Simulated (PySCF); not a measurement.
# C3H5F3: the cost of one run

The runs use PySCF 2.14.0, with density-fitted response routines of our own; the level of theory stands in each step. All values are computed, except where a source is named. Atoms count from 0, in the outputs and in this text.

### Step 1. The molecule as given

11 atoms, charge 0, multiplicity 1; geometry from: GFN2-xTB. The atoms were then displaced at random by about 0.01 Å, so the start is not that level's minimum.

Bonds of the start (Å): C0–C1 1.56, C1–C2 1.53, C2–F3 1.33, C2–F4 1.33, C2–F5 1.34, C0–H6 1.09, C0–H7 1.08, C0–H8 1.08, C1–H9 1.08, C1–H10 1.10.

### Step 2. Relaxing the molecule at PBE0-D3(BJ)/def2-TZVP

What the job is given:

```
{"job": {"xc": "PBE0", "basis": "def2-TZVP", "d3": "d3bj", "grid": 2, "shake": 0.01, "kind": "geom"}, "charge": 0, "multiplicity": 1}
C      1.302460    -0.267320    -0.113750
C      0.040070     0.641870    -0.033220
C     -1.229320    -0.190490     0.113490
F     -1.366610    -1.024880    -0.910850
F     -2.316130     0.567430     0.188860
F     -1.197640    -0.938990     1.228180
H      2.180320     0.371600    -0.223480
H      1.227520    -0.900510    -0.981230
H      1.378470    -0.839300     0.801060
H     -0.073210     1.244650    -0.924760
H      0.092180     1.310110     0.840030
```

Started as:

```sh
$ OMP_NUM_THREADS=1 python probes_run.py task.json out
```

The driver reads the jobs from task.json and runs them one after another.

Q: Estimate the wall time and peak memory of this first job on 1 thread of AMD EPYC 9R45, shared host.

About 80 s, with a peak of 0.85 GiB.
